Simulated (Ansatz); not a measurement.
# C₂H₇N (singlet): the correlation ladder, cc-pVDZ

An exercise on one series of results from a longer session: the logs are not shown, and one member is left open.

The runs use Ansatz 0.2.0, Gaussian basis; cc-pVDZ, core rule «outside noble gas», up to 3 orbitals frozen.

To be run: UHF; CCSD(T) on RHF; BCCD(T) on RHF; CISD; CCSDT(Q) on RHF; CASSCF and MRCISD+Q, 8 electrons in 8 orbitals; CASSCF and NEVPT2, 8 electrons in 8 orbitals.

14 further runs of the same task are left out: 1 that didn't finish, 13 set aside as unsound or not needed.

### The geometry

The geometry is an MP2(full)/6-31G* stationary point (not a proven minimum).

10 atoms, charge 0, spin multiplicity 1.

Atoms are counted from 1 here; the program's logs count them from 0.

Bond lengths: C1–N2 1.456 Å, C1–H4 1.103 Å, C1–H5 1.092 Å, C1–H6 1.094 Å, N2–C3 1.456 Å, N2–H7 1.018 Å, C3–H8 1.103 Å, C3–H9 1.092 Å, C3–H10 1.094 Å. Angles: N2–C1–H4 114.1°, N2–C1–H5 109.5°, N2–C1–H6 108.9°, H4–C1–H5 108.5°, H4–C1–H6 107.7°, H5–C1–H6 107.9°, C1–N2–C3 111.7°, C1–N2–H7 108.8°, C3–N2–H7 108.8°, N2–C3–H8 114.1°, N2–C3–H9 109.5°, N2–C3–H10 108.9°, H8–C3–H9 108.5°, H8–C3–H10 107.7°, H9–C3–H10 107.9°.

The first run:

Contents of in.yaml:

```yaml
crystal:
  periodic: [false, false, false]
  atoms:
    - {symbol: C, position_ang: [-0.016003, -0.256609, 1.204880]}
    - {symbol: N, position_ang: [-0.016003, 0.560563, 0.000000]}
    - {symbol: C, position_ang: [-0.016003, -0.256609, -1.204880]}
    - {symbol: H, position_ang: [0.803028, -0.994649, 1.248506]}
    - {symbol: H, position_ang: [0.051125, 0.389275, 2.083405]}
    - {symbol: H, position_ang: [-0.960693, -0.804894, 1.261750]}
    - {symbol: H, position_ang: [0.816830, 1.146313, 0.000000]}
    - {symbol: H, position_ang: [0.803028, -0.994649, -1.248506]}
    - {symbol: H, position_ang: [0.051125, 0.389275, -2.083405]}
    - {symbol: H, position_ang: [-0.960693, -0.804894, -1.261750]}
basis:
  gaussian: {orbitals: cc-pVDZ}
magnetization: {spin_polarized: true, initial_magnetization: 0}
hamiltonian: {xc: hf}
output: {orbitals: {seedname: orbitals}}
```

Run with:

```console
$ ansatz run in.yaml --threads 1 --pin off --events-out ev --progress --plain --max-ram 2560MiB --backend cpu
```

Steps of the session up to this table: UHF; CCSD(T) on RHF; BCCD(T) on RHF; CISD; CCSDT(Q) on RHF; CASSCF and MRCISD+Q, 8 electrons in 8 orbitals; CASSCF and NEVPT2, 8 electrons in 8 orbitals.

One of the session's tables, all rows but one given; the rest of the session is left out.

```
           method  from RCCSDT(Q) (kJ/mol)
              RHF                  +1383.2
             RMP2                   +155.0
             CISD                   +201.7
            RCCSD                    +39.5
         RCCSD(T)                     +4.1
          BCCD(T)                     +4.0
           RCCSDT                     +2.2
        RCCSDT(Q)                        0
  CASSCF frontier                  +1105.9
  NEVPT2 frontier                        ?
  MRCISD frontier                   +136.0
MRCISD+Q frontier                    +20.2
```

**Question.** Estimate the row for NEVPT2 frontier.

As computed: from RCCSDT(Q) (kJ/mol): +178.0. In the column «from RCCSDT(Q) (kJ/mol)» it lies between RMP2 (+155.0) and CISD (+201.7).

With the free atoms at the same levels and basis (separate runs), the atomisation energy is 34.909 eV at RCCSDT(Q), 34.889 eV at RCCSD(T), 26.991 eV at RHF.
